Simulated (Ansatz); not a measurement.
# Telling isomers of CHBCl− apart by their spectra

These gas-phase data were calculated for one isomer of CHBCl− at PBE0-D4/def2-TZVPD (harmonic, unscaled wavenumbers; equilibrium rotational constants with average atomic masses):

| Quantity | Value |
| --- | --- |
| rotational constants | 4.892 GHz |
| all wavenumbers above 1500 cm⁻¹ | 3389, 1817 |

Candidates:

(1) `C#[B-]Cl`, a singlet
(2) `[BH-]#CCl`, a singlet

Q: Which structure fits?

A: Candidate (1). No mode falls between 2350 and 2900 cm⁻¹, where the B–H stretch of (2) would stand.

The same quantities for all candidates:

```
     rotational constants (GHz)  wavenumbers above 1500 cm⁻¹  E above the lowest, PBE0-D4/def2-TZVPD (kcal/mol)
(1)                       4.892                   3389, 1817                                                0.0
(2)                        5.38                   2755, 1795                                               27.0
```

Harmonic stretches to hydrogen usually lie a few per cent above observed fundamentals. Programs: Ansatz 0.2.0.
